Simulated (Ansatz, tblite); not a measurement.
# C₁₆H₁₀: a ladder of methods and basis sets

The task here is to estimate one member of a computed series from the others.

Program: Ansatz 0.2.0, Gaussian basis. Level of theory: as each input shows. These are calculated values, not measurements.

Plan: GFN1-xTB, GFN2-xTB, PBE-D4/def2-TZVP, r2SCAN-D4/def2-TZVP, PBE-D4/def2-SVP, PBE0-D4/def2-SVP, HF/6-31G, B3LYP-D4/6-31G, MP2/def2-SVP, RPA/def2-SVP.

4 further runs of the same task are left out: 4 that didn't finish.

## The relaxed structure

The geometry is that of the singlet, from an earlier relaxation (PBE-D4/def2-SVP).

SMILES `c1ccc2c(c1)-c1ccc3ccccc3c1-2`, 26 atoms, charge 0, spin multiplicity 1.

Bond lengths: C1–C2 1.396 Å, C1–C6 1.431 Å, C1–H17 1.101 Å, C2–C3 1.430 Å, C2–H18 1.101 Å, C3–C4 1.381 Å, C3–H19 1.100 Å, C4–C5 1.436 Å, C4–C16 1.510 Å, C5–C6 1.380 Å, C5–C7 1.515 Å, C6–H20 1.100 Å, C7–C8 1.398 Å, C7–C16 1.415 Å, C8–C9 1.406 Å, C8–H21 1.100 Å, C9–C10 1.425 Å, C9–H22 1.101 Å and more. Angles: C2–C1–C6 122.0°, C2–C1–H17 119.1°, C6–C1–H17 118.9°, C1–C2–C3 121.9°, C1–C2–H18 119.1°, C3–C2–H18 119.0°, C2–C3–C4 115.8°, C2–C3–H19 120.8°, C4–C3–H19 123.4°, C3–C4–C5 122.3°, C3–C4–C16 148.1°, C5–C4–C16 89.6°, C4–C5–C6 122.3°, C4–C5–C7 89.6°, C6–C5–C7 148.2°, C1–C6–C5 115.8°, C1–C6–H20 120.7°, C5–C6–H20 123.5° and more.

Coordinates:

```
atom    x (Å)    y (Å)    z (Å)
  C1   4.2561   0.3571   0.0951
  C2   3.8955  -0.9882   0.1959
  C3   2.5277  -1.4069   0.1919
  C4   1.5916  -0.3981   0.0806
  C5   1.9624   0.9850  -0.0236
  C6   3.2793   1.3967  -0.0197
  C7   0.4967   1.3610  -0.0971
  C8  -0.4510   2.3830  -0.2095
  C9  -1.7977   1.9807  -0.2165
 C10  -2.1939   0.6161  -0.1153
 C11  -3.5712   0.2359  -0.1251
 C12  -3.9484  -1.0929  -0.0265
 C13  -2.9658  -2.1206   0.0885
 C14  -1.6191  -1.8042   0.1014
 C15  -1.1961  -0.4432   0.0022
 C16   0.1360  -0.0030   0.0052
 H17   5.3231   0.6278   0.1037
 H18   4.6857  -1.7498   0.2824
 H19   2.2640  -2.4718   0.2723
 H20   3.5860   2.4502  -0.0984
 H21  -0.1782   3.4455  -0.2899
 H22  -2.5907   2.7403  -0.3026
 H23  -4.3347   1.0252  -0.2123
 H24  -5.0151  -1.3638  -0.0365
 H25  -3.2874  -3.1706   0.1640
 H26  -0.8548  -2.5910   0.1897
```

PBE0-D4/def2-TZVP was run before; its log isn't repeated, and its numbers join the tables.

Set-up of the first run:

Tight binding, by tblite at 300 K electronic temperature and without a spin-polarisation term:

```python
tblite.interface.Calculator('GFN1-xTB', numbers, positions, charge=0, uhf=0).singlepoint()
```

Tight binding, by tblite at 300 K electronic temperature and without a spin-polarisation term:

```python
tblite.interface.Calculator('GFN2-xTB', numbers, positions, charge=0, uhf=0).singlepoint()
```

start.molden holds the orbitals of an earlier run on this state, given as this run's starting guess.

in.yaml

```yaml
crystal:
  periodic: [false, false, false]
  atoms:
    - {symbol: C, position_ang: [4.256090, 0.357083, 0.095064]}
    - {symbol: C, position_ang: [3.895524, -0.988242, 0.195940]}
    - {symbol: C, position_ang: [2.527688, -1.406860, 0.191944]}
    - {symbol: C, position_ang: [1.591583, -0.398147, 0.080607]}
    - {symbol: C, position_ang: [1.962384, 0.984957, -0.023573]}
    - {symbol: C, position_ang: [3.279262, 1.396659, -0.019674]}
    - {symbol: C, position_ang: [0.496652, 1.360955, -0.097149]}
    - {symbol: C, position_ang: [-0.450980, 2.383032, -0.209520]}
    - {symbol: C, position_ang: [-1.797703, 1.980707, -0.216514]}
    - {symbol: C, position_ang: [-2.193856, 0.616071, -0.115281]}
    - {symbol: C, position_ang: [-3.571215, 0.235892, -0.125076]}
    - {symbol: C, position_ang: [-3.948372, -1.092941, -0.026501]}
    - {symbol: C, position_ang: [-2.965812, -2.120593, 0.088524]}
    - {symbol: C, position_ang: [-1.619106, -1.804241, 0.101426]}
    - {symbol: C, position_ang: [-1.196117, -0.443199, 0.002210]}
    - {symbol: C, position_ang: [0.135976, -0.002964, 0.005226]}
    - {symbol: H, position_ang: [5.323105, 0.627822, 0.103706]}
    - {symbol: H, position_ang: [4.685741, -1.749788, 0.282382]}
    - {symbol: H, position_ang: [2.263986, -2.471829, 0.272345]}
    - {symbol: H, position_ang: [3.586027, 2.450205, -0.098418]}
    - {symbol: H, position_ang: [-0.178247, 3.445499, -0.289889]}
    - {symbol: H, position_ang: [-2.590685, 2.740264, -0.302563]}
    - {symbol: H, position_ang: [-4.334663, 1.025160, -0.212333]}
    - {symbol: H, position_ang: [-5.015145, -1.363829, -0.036536]}
    - {symbol: H, position_ang: [-3.287358, -3.170620, 0.164018]}
    - {symbol: H, position_ang: [-0.854757, -2.591049, 0.189657]}
basis:
  gaussian: {orbitals: def2-TZVP, initial_orbitals: start.molden}
hamiltonian: {xc: pbe, dispersion: d4}
scf: {omitted_lower_state_checks: [starts]}
output: {forces: true, orbitals: {seedname: orbitals}}
```

The run is started by

```bash
> ansatz run in.yaml --threads 4 --pin off --events-out ev --progress --plain --max-ram 9574MiB
```

Among the steps run: PBE-D4/def2-TZVP; r2SCAN-D4/def2-TZVP; PBE-D4/def2-SVP; PBE0-D4/def2-SVP; HF/6-31G; B3LYP-D4/6-31G; MP2/def2-SVP; RPA/def2-SVP.

One table of the session follows, with a row left open; its other results are not shown here.

It belongs to the step «Binding energy». 

```
              level  binding an atom (eV)
           HF/6-31G                 3.769
        HF/def2-SVP                 4.065
    PBE-D4/def2-SVP                     ?
   PBE-D4/def2-TZVP                 5.653
r2SCAN-D4/def2-TZVP                 5.456
     B3LYP-D4/6-31G                 5.318
   PBE0-D4/def2-SVP                 5.621
  PBE0-D4/def2-TZVP                 5.525
       MP2/def2-SVP                 5.385
```

Q: Estimate the row for PBE-D4/def2-SVP from the others.

As computed: binding an atom (eV): 5.747. In the column «binding an atom (eV)» it is the highest.

To keep in mind: Free atoms were run apart at each level; binding is atoms less cluster, divided by the number of atoms, without zero-point or spin-orbit terms.
